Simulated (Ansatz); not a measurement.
Zinc-blende GaN (metastable phase), relaxed in Ansatz (plane waves) with several semilocal functionals. Each gives its own volume and its own zone-centre TO phonon frequency:

```tsv
level	V0 (Å³/atom)	zone-centre TO phonon frequency (cm⁻¹)	ln V0	ln ω_TO
LDA	11.054	553.2	2.4028	6.3157
r²SCAN+rVV10	11.303	551.5	2.4251	6.3126
r²SCAN	11.374	546.2	2.4313	6.3030
PBE	11.762	516.9	2.4649	6.2478
revPBE	11.964	506.9	2.4819	6.2283
BLYP	12.141	498.1	2.4966	6.2108
```

Fit a straight line to ln ω_TO against ln V0. What does it predict for RPBE, whose volume is 12.041 Å³/atom?

With x = ln V0 and y = ln ω_TO: means 2.45043 and 6.26970; Σ(Δx Δy) = -0.008254, Σ(Δx²) = 0.006608, so the slope is -1.25. At x = 2.4883 the line gives y = 6.26970 + (-1.25) × (2.4883 − 2.45043) = 6.2224, or 503.9 cm⁻¹. The run with RPBE gives 503.2 cm⁻¹, -0.1 % from the line. The rows used scatter about it by up to 1.3 %, while the largest value lies 11 % above the smallest.

Ansatz's density-functional and Hartree–Fock values are scalar-relativistic unless marked +SOC, with PAW data made under PBE.

Ansatz is a program for electronic structure.
